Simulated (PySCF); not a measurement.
# N, N⁺: ionisation energy in cc-pVDZ-DK

Aim: the ionisation energy of nitrogen from differences of total energies, at each level of theory, and how far each lands from the tabulated value where there is one.

The numbers are computed with PySCF 2.14.0 (unrestricted determinants in a Gaussian basis, no spin-orbit coupling in the energies), except any that are marked as measured or tabulated.

**1. Starting point**

* Element: nitrogen (Z = 7)
* Basis: cc-pVDZ-DK (3s2p1d, 14 functions)
* Hamiltonian: scalar relativity by spin-free X2C-1e
* State 1: N: [He] 2s2 2p3, high-spin 4S determinant
* State 2: N⁺: [He] 2s2 2p2, high-spin 3P determinant
* Methods: UHF, r2SCAN, B3LYP, MP2, CCSD(T)
* Core shells frozen in the correlated runs: valence: 1s2 (for N)

Outer shells as boxes (Hund's rule):

N [He] 2s2 2p3
```
[He] core
2s [↑↓]
2p [↑ ][↑ ][↑ ]
```

N+ [He] 2s2 2p2
```
[He] core
2s [↑↓]
2p [↑ ][↑ ][  ]
```

The runs were made by one driver on top of PySCF. The scripts below sum up each run's settings (the driver also hands on starting orbitals that pick excited configurations, and frozen orbitals as a list rather than a count), and the logs come from the driver's own runs. The driver starts from symmetry-adapted Hartree-Fock orbitals, holds the occupation by maximum overlap and uses a logarithmic radial grid for functionals, so a plain start would take other cycles.

The driver's launch:

```
$ OMP_NUM_THREADS=1 python atomrun2.py TASK.json OUT
```

The integrals over 14 functions and the set-up took 0.02 s of CPU time.

**2. N**

**UHF**

input.py

```python
from pyscf import gto, scf, dft, mp, cc
import basis_set_exchange as bse
mol = gto.M(atom="N 0 0 0", charge=0, spin=3, symmetry="D2h",
            basis=gto.basis.parse(bse.get_basis("cc-pVDZ-DK", elements=["N"], fmt="nwchem", header=False)),
            nucmod="G")
mf = scf.UHF(mol).sfx2c1e()
mf.irrep_nelec = {'Ag': (2, 2), 'B1u': (1, 0), 'B2u': (1, 0), 'B3u': (1, 0)}
mf.kernel()
```

**r2SCAN**

Changes to input.py:

```diff
@@ -5,3 +5,3 @@
             nucmod="G")
-mf = scf.UHF(mol).sfx2c1e()
+mf = dft.UKS(mol, xc="R2SCAN").sfx2c1e()
 mf.irrep_nelec = {'Ag': (2, 2), 'B1u': (1, 0), 'B2u': (1, 0), 'B3u': (1, 0)}
```

**B3LYP**

Changes to input.py:

```diff
@@ -5,3 +5,3 @@
             nucmod="G")
-mf = dft.UKS(mol, xc="R2SCAN").sfx2c1e()
+mf = dft.UKS(mol, xc="B3LYP").sfx2c1e()
 mf.irrep_nelec = {'Ag': (2, 2), 'B1u': (1, 0), 'B2u': (1, 0), 'B3u': (1, 0)}
```

**MP2 (valence)**

Changes to input.py:

```diff
@@ -5,4 +5,5 @@
             nucmod="G")
-mf = dft.UKS(mol, xc="B3LYP").sfx2c1e()
+mf = scf.UHF(mol).sfx2c1e()
 mf.irrep_nelec = {'Ag': (2, 2), 'B1u': (1, 0), 'B2u': (1, 0), 'B3u': (1, 0)}
 mf.kernel()
+mp.UMP2(mf, frozen=1).kernel()
```

**CCSD(T) (valence)**

Changes to input.py:

```diff
@@ -8,2 +8,3 @@
 mf.kernel()
-mp.UMP2(mf, frozen=1).kernel()
+mycc = cc.CCSD(mf, frozen=1).run()
+mycc.ccsd_t()
```

**3. N⁺: the ladder of methods**

**UHF**

input.py

```python
from pyscf import gto, scf, dft, mp, cc
import basis_set_exchange as bse
mol = gto.M(atom="N 0 0 0", charge=1, spin=2, symmetry="D2h",
            basis=gto.basis.parse(bse.get_basis("cc-pVDZ-DK", elements=["N"], fmt="nwchem", header=False)),
            nucmod="G")
mf = scf.UHF(mol).sfx2c1e()
mf.irrep_nelec = {'Ag': (2, 2), 'B1u': (1, 0), 'B2u': (1, 0)}
mf.kernel()
```

**r2SCAN**

Changes to input.py:

```diff
@@ -5,3 +5,3 @@
             nucmod="G")
-mf = scf.UHF(mol).sfx2c1e()
+mf = dft.UKS(mol, xc="R2SCAN").sfx2c1e()
 mf.irrep_nelec = {'Ag': (2, 2), 'B1u': (1, 0), 'B2u': (1, 0)}
```

**B3LYP**

Changes to input.py:

```diff
@@ -5,3 +5,3 @@
             nucmod="G")
-mf = dft.UKS(mol, xc="R2SCAN").sfx2c1e()
+mf = dft.UKS(mol, xc="B3LYP").sfx2c1e()
 mf.irrep_nelec = {'Ag': (2, 2), 'B1u': (1, 0), 'B2u': (1, 0)}
```

**MP2 (valence)**

Changes to input.py:

```diff
@@ -5,4 +5,5 @@
             nucmod="G")
-mf = dft.UKS(mol, xc="B3LYP").sfx2c1e()
+mf = scf.UHF(mol).sfx2c1e()
 mf.irrep_nelec = {'Ag': (2, 2), 'B1u': (1, 0), 'B2u': (1, 0)}
 mf.kernel()
+mp.UMP2(mf, frozen=1).kernel()
```

**CCSD(T) (valence)**

Changes to input.py:

```diff
@@ -8,2 +8,3 @@
 mf.kernel()
-mp.UMP2(mf, frozen=1).kernel()
+mycc = cc.CCSD(mf, frozen=1).run()
+mycc.ccsd_t()
```

Before running it: what results should come out?

As calculated:

```
            quantity                                                      value
ionisation energy, N  UHF 13.888, CCSD(T) (valence) 14.185 eV; reference 14.545
```

Accuracy against cost (mean over 1 difference):

```csv
method,mean absolute miss against the measured value (with the measured fine structure taken into account where it is known) (eV),"CPU time, both states (s)"
UHF,0.657,0.06
r2SCAN,0.221,0.2
B3LYP,0.020,0.14
MP2 (valence),0.199,0.06
SCS-MP2 (valence),0.409,0.06
CCSD (valence),0.357,
CCSD(T) (valence),0.360,0.18
```

**Reading.** B3LYP lands nearest to the measured value (off by 0.02 eV); UHF misses by most (0.66 eV). Hartree-Fock falls short because the species with more electrons holds more correlation energy, which it lacks. All values hold for this basis alone; no basis-set limit was taken. The dearest level timed, r2SCAN, costs 3.3 times the cheapest, UHF, and differs from the measured value (with the measured fine structure taken into account where it is known) by 0.22 against 0.66 eV.
